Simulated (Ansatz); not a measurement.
in.yaml

```yaml
crystal:
  periodic: [false, false, false]
  atoms:
    - {symbol: Ta, position_ang: [0.000000, 0.000000, 0.000000]}
    - {symbol: C, position_ang: [0.000000, 0.000000, 1.665400]}
basis:
  gaussian: {orbitals: def2-TZVPP}
total_charge: 1
magnetization: {spin_polarized: true, initial_magnetization: 0}
hamiltonian: {xc: hf}
output: {orbitals: {seedname: orbitals}}
```

```sh
$ ansatz run in.yaml --threads 1 --pin off --events-out ev --progress --plain --max-ram 2393MiB
```

Output:

```
767 factors; their error is unknown
mean field evaluation 1: about -2525.6692 eV, gradient 7.2e1 eV
mean field evaluation 2: about -2470.7272 eV, gradient 1.1e2 eV
mean field evaluation 4: about -2550.9354 eV, gradient 2.1e0 eV
mean field evaluation 8: about -2551.0760 eV, gradient 4.2e-1 eV
mean field evaluation 16: about -2551.1500 eV, gradient 2.3e-4 eV
mean field evaluation 32: about -2552.1123 eV, gradient 1.8e-5 eV
mean field evaluation 64: about -2550.3702 eV, gradient 1.2e0 eV
mean field evaluation 96: about -2551.7236 eV, gradient 8.0e-1 eV
mean field evaluation 128: about -2549.9672 eV, gradient 2.4e0 eV
mean field evaluation 160: about -2552.1123 eV, gradient 1.7e-6 eV
mean field evaluation 192: about -2548.6239 eV, gradient 1.8e1 eV
mean field evaluation 224: about -2550.9476 eV, gradient 1.5e1 eV
mean field evaluation 256: about -2549.2342 eV, gradient 1.7e1 eV
mean field evaluation 288: about -2551.7202 eV, gradient 1.8e-1 eV
mean field evaluation 320: about -2551.2301 eV, gradient 3.6e0 eV
mean field evaluation 352: about -2548.1396 eV, gradient 3.3e0 eV
mean field evaluation 384: about -2549.8424 eV, gradient 5.7e-1 eV
mean field evaluation 416: about -2549.4369 eV, gradient 1.6e1 eV
mean field evaluation 448: about -2548.6598 eV, gradient 1.0e1 eV
mean field -2552.11231498 eV, -93.7883976916 hartree, gradient 7.5e-6 eV, S^2 1.315783; 15 other end points of the search recorded, 0 dependent functions left out
reference -2552.11231498 eV, -93.7883976916 hartree; 9, 9 occupied and 78, 78 virtual orbitals, 767 factors
Total energy: -2552.11231498 eV, -93.7883976916 hartree
```

Ran on 1 thread of Arm Neoverse V2, shared host: 7.5 s wall, 0.16 GiB peak host memory.
